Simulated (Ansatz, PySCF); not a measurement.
Gas-phase enthalpy of formation at 298 K, by the atomisation route, of CCCl (SMILES; C2H5Cl). Geometries: B3LYP-D3(BJ)/def2-TZVP minima from Ansatz (a program for electronic structure). Correlated levels leave the core frozen unless marked. UHF or UKS for open shells. No spin-orbit coupling. No relativistic terms. Basis-set limits of correlation are two-point, X^-3; Hartree-Fock from the larger set. The bracket is a focal-point correction in the basis named. Thermal terms are rigid-rotor harmonic-oscillator values from B3LYP-D3(BJ) frequencies (PySCF) at 298.15 K and 1 atm. 1 Eh = 627.5095 kcal/mol.

```tsv
species	count	E, RI-MP2/CBS(aug-cc-pV(T+d)Z,aug-cc-pV(Q+d)Z)+[CCSD(T)-MP2]/aug-cc-pV(T+d)Z (Ansatz) (Eh)	E, PBE/def2-TZVPD (Ansatz) (Eh)	measured ΔHf at 0 K (kcal/mol)	H(298) - H(0) of the element (kcal/mol)
CCCl	1	-538.89318	-539.16535	-	-
C atom	2	-37.79159	-37.79605	169.98	0.25
Cl atom	1	-459.70710	-459.95933	28.59	1.10
H atom	5	-0.49995	-0.49962	51.63	1.01
```

Molecule: zero-point energy 41.67, H(298) - H(0) 3.13 kcal/mol. The route leaves out scalar relativity and anharmonic zero-point terms, the atoms' spin-orbit terms, and in the frozen-core level the core correlation. Atomic data: G2/97 table in ASE.

Work out De, D0 and ΔHf at 0 and 298 K at both levels, and their errors against the measured value.


The atoms' values sum to 626.70 (0 K) and 6.65 (thermal), in kcal/mol.
- RI-MP2/CBS(aug-cc-pV(T+d)Z,aug-cc-pV(Q+d)Z)+[CCSD(T)-MP2]/aug-cc-pV(T+d)Z: De = 692.24; D0 = 692.24 - 41.67 = 650.57; ΔHf(0 K) = 626.70 - 650.57 = -23.87; ΔHf(298 K) = -23.87 + 3.13 - 6.65 = -27.39; error -0.8.
- PBE/def2-TZVPD: De = 700.19; D0 = 700.19 - 41.67 = 658.52; ΔHf(0 K) = 626.70 - 658.52 = -31.82; ΔHf(298 K) = -31.82 + 3.13 - 6.65 = -35.34; error -8.7.
Measured: -26.6 kcal/mol (Active Thermochemical Tables 1.112 (ions: stationary electron), as tabulated in the package chemicals).
